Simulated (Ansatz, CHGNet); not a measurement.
Elastic constant C11 (GPa) of 25 elemental solids other than molecular ones, computed with the machine-learned potential CHGNet-r²SCAN (trained on r²SCAN data) and with PBE (PAW; Ansatz, a program for electronic structure). The set holds measured phases with no doubt noted on the run or the magnetic state but for the caveats below. 6 more of the class have both values but aren't in it, for one of these reasons: built or high-temperature cells, doubts on the run or the magnetic state, unlike cells, values of zero, layered or molecular crystals. Solids without a value at one level (not run, failed, or a magnetic order lost), or held back for tests, aren't counted.

All rows, in order of the shift (worked out from unrounded values):

| solid | CHGNet-r²SCAN | PBE | shift (%) |
|---|---|---|---|
| bcc K | 8.50 | 3.97 | -53 |
| fcc Sr | 21.0 | 14.7 | -30 |
| bcc Na | 10.4 | 8.83 | -15.0 |
| fcc Ag | 129 | 111 | -13.8 |
| hcp Cd | 84.9 | 83.9 | -1.2 |
| fcc Cu | 178 | 178 | -0.3 |
| hcp Tl | 28.0 | 29.2 | +4.5 |
| fcc Ni | 268 | 283 | +5.7 |
| hcp Ti | 156 | 176 | +12.8 |
| hcp Co | 291 | 352 | +21 |
| white tin (β-Sn) | 46.1 | 56.6 | +23 |
| fcc Ca | 18.1 | 22.4 | +24 |
| α-phase Ga | 60.0 | 75.5 | +26 |
| fcc Al | 82.9 | 105 | +26 |
| fcc Ir | 457 | 584 | +28 |
| hcp Os | 566 | 731 | +29 |
| fcc Pb | 33.5 | 47.1 | +40 |
| hcp Zr | 98.3 | 143 | +46 |
| hcp Mg | 41.7 | 64.3 | +54 |
| diamond | 670 | 1051 | +57 |
| diamond-structure Si | 95.3 | 153 | +60 |
| hcp Sc | 57.7 | 101 | +75 |
| bcc Li | 8.44 | 15.5 | +84 |
| hcp Be | 129 | 321 | +150 |
| hcp Y | 24.9 | 77.0 | +210 |

The shift from CHGNet-r²SCAN to PBE has a median of +26 %, and eight in ten lie between -14.5 % and +80 %; PBE is the larger in 19 of 25. Each level is at its own cell, so the shift holds the change of volume too.

Ansatz's runs of these crystals have no spin polarisation, but for hcp Co, fcc Ni.

Density-functional runs with spin start from parallel moments for hcp Co, parallel moments for fcc Ni.

Spin–orbit coupling is left out, also for the solids with elements from indium on (hcp Os, white tin (β-Sn), hcp Tl, fcc Ir, fcc Pb); its size isn't shown.

Each level is taken at its own relaxed cell. Ansatz's density-functional and Hartree–Fock values are scalar-relativistic unless marked +SOC, with PAW data made under PBE.
